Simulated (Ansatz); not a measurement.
`CS[SiH3]` at its PBE0-D4/def2-TZVP geometry, where that method's forces vanish. Total charge 0; spin multiplicity 1.

```xyz
9

C    -0.9980   -0.9392   -0.6658
S     0.8147   -0.8532   -0.5924
Si    1.0217    0.8771    0.6224
H    -1.4253   -1.0725    0.3280
H    -1.2473   -1.8069   -1.2759
H    -1.4149   -0.0476   -1.1341
H     2.4785    1.0986    0.7907
H     0.3765    0.6809    1.9488
H     0.3942    2.0627   -0.0218
```

(1) What forces (eV/Å) does B3LYP-D4/def2-TZVPP give on these atoms in Ansatz 0.2.0? (Best estimate.)

Results:

(1) Ansatz gave: 
```
C1  -0.315 -0.055 -0.041
S2   0.271 -0.109 -0.074
Si3  0.063  0.210  0.148
H4   0.003  0.010 -0.063
H5  -0.010  0.056  0.039
H6   0.002 -0.056  0.031
H7  -0.092 -0.007 -0.006
H8   0.040  0.021 -0.083
H9   0.039 -0.071  0.048
```

B3LYP here is the variant with VWN-RPA as its local correlation; programs differ in this.
